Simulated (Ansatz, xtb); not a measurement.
# H4OSi2: which of two isomers lies lower

Structure I: `O=[SiH][SiH3]`, a singlet. Structure II: `[SiH]O[SiH3]`, a singlet. Both are isolated molecules in the gas phase, relaxed with PBE0-D3(BJ)/def2-SVP; the shapes shown needn't be the lowest conformers.

I (Å):

```yaml
atoms:
  - { symbol: O, position_ang: [-1.0372, -0.5597, 3.4807] }
  - { symbol: Si, position_ang: [0.0016, 0.4524, 2.9694] }
  - { symbol: Si, position_ang: [0.1834, 1.1146, 0.7182] }
  - { symbol: H, position_ang: [0.9976, 1.1081, 3.8824] }
  - { symbol: H, position_ang: [1.5598, 0.7857, 0.2352] }
  - { symbol: H, position_ang: [-0.0107, 2.5953, 0.6410] }
  - { symbol: H, position_ang: [-0.8457, 0.4027, -0.0894] }
```

II (Å):

```
atom    x (Å)    y (Å)    z (Å)
   O   0.6827  -0.0858  -0.6872
  Si   1.3122  -1.5822  -1.0653
  Si  -0.3885   0.7015   0.3292
   H  -1.0338  -0.2845   1.2481
   H  -1.4249   1.3785  -0.5006
   H   0.3618   1.7184   1.1192
   H   0.5179  -2.4104  -0.0129
```

Quicker runs give these differences E(II) − E(I): GFN2-xTB −4.2 kcal/mol; HF/STO-3G −32.2 kcal/mol (at GFN2-xTB geometries); r2SCAN-D4/def2-SVP −17.2 kcal/mol (at GFN2-xTB geometries).

Question: Estimate E(II) − E(I) at the level CCSD(T)/def2-TZVP.

Answer: Calculated at CCSD(T)/def2-TZVP: E(II) − E(I) = −22.8 kcal/mol, so structure II lies lower.

The same difference at several levels:

```
               level              geometry  E(II) − E(I) (kcal/mol)  departure from the last row (kcal/mol)  job, with rough time for the two
            GFN2-xTB              GFN2-xTB                      −4.2                                   +18.6              optimisation, 0.14 s
           HF/STO-3G              GFN2-xTB                     −32.2                                    −9.4              single point, 0.24 s
  r2SCAN-D4/def2-SVP              GFN2-xTB                     −17.2                                    +5.6               single point, 3.2 s
PBE0-D3(BJ)/def2-SVP  PBE0-D3(BJ)/def2-SVP                     −21.1                                    +1.7                optimisation, 82 s
        HF/def2-TZVP  PBE0-D3(BJ)/def2-SVP                     −33.1                                   −10.4           part of the CCSD(T) run
       MP2/def2-TZVP  PBE0-D3(BJ)/def2-SVP                     −20.3                                    +2.5           part of the CCSD(T) run
   CCSD(T)/def2-TZVP  PBE0-D3(BJ)/def2-SVP                     −22.8                                                        single point, 28 s
```

As drawn, II has 2 O–Si in place of 1 O=Si, 1 Si–Si.

The levels shown agree on the order. The largest departure from CCSD(T)/def2-TZVP is that of GFN2-xTB, 18.6 kcal/mol.

With harmonic frequencies from PBE0-D3(BJ)/def2-SVP (ideal gas, rigid rotor, one conformer each, 298.15 K, 1 atm): on the last row, ΔE + ΔZPE = −22.4 kcal/mol. A mode under 50 cm⁻¹ makes harmonic enthalpies and free energies unreliable, so none is given.

The T1 diagnostic of structure I is large, so the coupled-cluster value is less sure. The correlated steps freeze 11 core orbitals. Codes used: Ansatz 0.2.0, xtb 6.7.1; the last row on 1 thread of Arm Neoverse V1 on a shared host.
